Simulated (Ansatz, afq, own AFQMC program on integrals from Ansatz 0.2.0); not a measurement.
**Where AFQMC and coupled cluster stand for Mn, sextet**

A free Mn atom.

Basis def2-SVP. Only valence electrons are correlated. Ansatz 0.2.0 and our own AFQMC program on the same integrals; the CISD trial comes from CCSD amplitudes, and released means the phaseless constraint is let go. ± is one standard error of the sampling. The metal's outer-core s and p shells are frozen, which shifts wave-function levels against functionals.

Determinant: UHF, the one that the program's search chose, which needn't be the lowest solution.

Full CI on the same integrals is exact in this basis and with this determinant's frozen core.

Cautions: no relativity below Rb; outer-core shells of the metal frozen; the ph-AFQMC/HF walk drifts between its halves (2.3 errors); the ph-AFQMC/CISD walk drifts between its halves (2.2 errors).

- T1 diagnostic: 0.0183
- weight of the determinant in the CISD state: 0.927
- ⟨S²⟩ of the determinant: 8.772
- size of the correlated space: 7 electrons in 22 orbitals

| level | correlation energy (eV) |
| --- | --- |
| MP2 | -1.9449 |
| CCSD | -2.3658 |
| CCSD(T) | -2.4099 |

Estimate where full CI lies against CCSD(T) on the same integrals.

0.7 kJ/mol below CCSD(T).

Reference: full CI, correlation energy -2.417 eV. The released energy is read at 2.40 1/Eh (meV from the phaseless value at times in 1/Eh: 6 ± 3 at 0.24, 7 ± 3 at 0.51, 9 ± 3 at 0.99, 2 ± 4 at 1.62, 4 ± 3 at 2.40).

```tsv
level	E − E(reference) (kJ/mol)	share of correlation (%)
CCSD(T)	0.7	99.71
CCSDT	-0.1	100.03
CCSDT(Q)	0.0	100.01
ph-AFQMC/HF	6.6 ± 1.2	97.15
ph-AFQMC/CISD	-0.1 ± 0.4	100.04
released AFQMC	0.3 ± 0.3	99.85
```

CCSDT and higher add their correlation energy to the determinant of the CCSD(T) run, since their own runs factorise the integrals more tightly (a shift of under 2 meV). A walk keeps the symmetry of its determinant, which the program's search chose and which needn't be the lowest solution, so a lower state of the same spin and another symmetry isn't excluded. Released energies are given only where the last usable release times agree within the noise; a slower fall can still hide under it.
